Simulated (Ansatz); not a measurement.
System: C$_{3}$H$_{7}$, charge 0, doublet. C3H7 (SMILES C[CH]C, doublet).
B3LYP-D3(BJ)/def2-TZVP minimum from Ansatz (a program for electronic structure):
```xyz
10

C      0.0078     0.5370    -0.0037
C      0.0099    -0.1884     1.2924
C      0.0104    -0.2064    -1.2896
H     -0.1967     1.6000    -0.0111
H      0.1792     0.4802     2.1373
H      0.1802     0.4505    -2.1437
H     -0.9463    -0.7046     1.4747
H      0.7800    -0.9680     1.3143
H      0.7806    -0.9861    -1.3004
H     -0.9456    -0.7250    -1.4652
```
Charge 0, spin multiplicity 2.

Property: atomisation energy (electronic, to ground-state atoms), in kcal/mol. Open shells are spin-unrestricted; no spin-orbit coupling. CBS(X,Y): correlation extrapolated as X^-3, Hartree-Fock from the larger set. A bracket is a step between two methods taken in the basis named. Functionals run without relativity, which enters their misses. Double hybrids freeze cores in their MP2 part. '+ core + X2C': CCSD(T) terms for core correlation (cc-pwCVTZ) and scalar relativity (cc-pVTZ-DK). Where a partner has so few electrons that a lower coupled-cluster level is exact, that level stands in.

CCSD(T)/CBS(cc-pVTZ,cc-pVQZ) + [CCSDT(Q) - CCSD(T)]/cc-pVDZ + core + X2C (Ansatz) gives 902.3 kcal/mol.

Q: How far off this value is PBE/def2-TZVPD (Ansatz), in which direction, and which of these levels come nearer: r2SCAN/def2-TZVPD, B3LYP/def2-TZVPD, PBE0/def2-TZVPD, wB97M-V/def2-TZVPD, B2PLYP/def2-TZVPD, CCSD(T)/CBS(cc-pVTZ,cc-pVQZ) + core + X2C?

A: PBE gives 913.7 kcal/mol, 11.4 kcal/mol above it. Differences of the others: r2SCAN/def2-TZVPD (Ansatz) 3.3; B3LYP/def2-TZVPD (Ansatz) -2.7; PBE0/def2-TZVPD (Ansatz) 3.5; wB97M-V/def2-TZVPD (Ansatz) -0.9; B2PLYP/def2-TZVPD (Ansatz) -11.2; CCSD(T)/CBS(cc-pVTZ,cc-pVQZ) + core + X2C (Ansatz) -0.3 kcal/mol. Nearer than PBE: r2SCAN/def2-TZVPD, B3LYP/def2-TZVPD, PBE0/def2-TZVPD, wB97M-V/def2-TZVPD, B2PLYP/def2-TZVPD, CCSD(T)/CBS(cc-pVTZ,cc-pVQZ) + core + X2C.
